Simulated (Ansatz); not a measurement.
## Ansatz (development build ahead of 0.2.0) run

```yaml
crystal:
  periodic: [false, false, false]
  atoms:
    - { symbol: "N", position_ang: [0.1311, 0.3511, -0.2789] }
    - { symbol: F, position_ang: [-0.9673, 0.5782, 0.476] }
    - { symbol: F, position_ang: [1.0414, -0.0412, 0.6406] }
    - { symbol: F, position_ang: [-0.1761, -0.8101, -0.8997] }
basis:
  gaussian: { orbitals: def2-SVP }
total_charge: 1
magnetization:
  spin_polarized: true
  initial_magnetization: 1
hamiltonian:
  xc: hf
output:
  forces: true
```

The input is written out in the form of the current development build from the run's settings.

Results

| Property | Result |
| --- | --- |
| Converged | yes |
| Total energy | -351.75921 hartree |
| Spin squared of the determinant | 0.776 |
| Stability test | minimum |

Forces (eV/Å):
| atom | Fx | Fy | Fz |
| --- | --- | --- | --- |
| N1 | -3.157 | -8.455 | 6.716 |
| F2 | 3.011 | 1.413 | -3.086 |
| F3 | -1.205 | 2.713 | -3.432 |
| F4 | 1.351 | 4.328 | -0.198 |
